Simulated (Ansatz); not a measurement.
A nudged elastic band was laid between two geometries of H₄OSi (6 atoms, charge 0, multiplicity 1).

The calculation used RKS PBE0/def2-SVP (Ansatz).

```json
{"movable images": "5", "climbing image": "yes", "spring": "5.0 eV/Å²", "optimiser": "quadratic models (default)", "start path": "through a guess of the saddle point", "force threshold": "0.5 eV/Å", "iteration limit": "60", "end points": "relaxed"}
```

First end point:

```xyz
6
Properties=species:S:1:pos:R:3
Si 0.302 -0.021 0.082
O 0.594 -0.114 1.719
H -0.173 -0.172 2.296
H 1.634 0.055 -0.575
H -0.501 1.190 -0.278
H -0.437 -1.220 -0.426
```

Last end point:

```xyz
6
Properties=species:S:1:pos:R:3
Si 0.039 0.187 -0.736
O 0.941 0.140 1.126
H 0.407 -0.303 1.798
H 1.789 -0.321 1.088
H -1.025 1.102 -0.123
H -0.730 -1.087 -0.335
```

(1) Which bonds break or form, and what moves?

(2) Give the energies along the band, and the barrier.

(3) What is the geometry of the highest image?

Answers

(1) Bonds broken: Si1–H4. Bonds formed: O2–H4.

(2) The run converged. The highest image is number 4 of 0 to 6, 75.4 kcal/mol above the first end and 22.9 kcal/mol above the last; the last end lies 52.5 kcal/mol above the first. The threshold of 0.5 eV/Å is loose, so the images may lie well off the minimum-energy path. Beside the main top the profile has a ripple of under 15 meV (maxima at images 1, 4), which may be a very shallow well or noise. Neighbouring images differ by up to 2.1 eV, so the band resolves the path poorly. The order of the stationary point at the top wasn't checked. The orbitals stay closed-shell, which can raise the energy where a bond breaks towards radicals; this wasn't checked here.

| image | path coordinate (Å) | energy (kcal/mol) | Si1–H4 (Å) | O2–H4 (Å) |
| --- | --- | --- | --- | --- |
| 0 | 0.00 | 0.0 | 1.49 | 2.52 |
| 1 | 0.65 | 0.6 | 1.49 | 2.61 |
| 2 | 1.30 | 0.4 | 1.49 | 2.56 |
| 3 | 1.96 | 26.5 | 1.47 | 1.98 |
| 4 | 2.61 | 75.4 | 1.59 | 1.28 |
| 5 | 3.43 | 53.6 | 2.44 | 0.97 |
| 6 | 4.24 | 52.5 | 2.58 | 0.97 |

(3) 
```xyz
6
Properties=species:S:1:pos:R:3
Si 0.166 0.003 -0.331
O 0.633 0.187 1.539
H 0.656 -0.707 1.908
H 1.467 0.094 0.570
H -0.642 1.242 -0.567
H -0.860 -1.100 -0.301
```

Time of the run: 73 s on 1 thread of Arm Neoverse V2, with other jobs on the host, peak memory 0.094 GiB.
